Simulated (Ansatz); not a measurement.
## Ansatz (development build ahead of 0.2.0) run

```yaml
crystal:
  periodic: [false, false, false]
  atoms:
    - { symbol: C, position_ang: [0.02879, -0.11933, 0.00651] }
    - { symbol: F, position_ang: [0.77588, 0.83484, 0.83567] }
    - { symbol: F, position_ang: [0.82497, -0.75416, -0.67474] }
    - { symbol: F, position_ang: [-0.73384, 0.80723, -0.86195] }
    - { symbol: F, position_ang: [-0.85356, -0.78074, 0.7746] }
basis:
  gaussian: { orbitals: STO-3G }
hamiltonian:
  xc: hf
correlation:
  method: mp2
  frozen_orbitals: { C: 1, F: 1 }
```

The input is written out in the form of the current development build from the run's settings.

Results

```
Converged                       : yes
Reference energy                : -429.53530 hartree
Correlation energy              : -0.12117 hartree
Total energy                    : -429.65647 hartree
Spin squared of the determinant : 0.000
```

Caution: bonds are stretched, where a single reference can fail; stretched shape with no unrestricted run beside it, a lower state can exist.
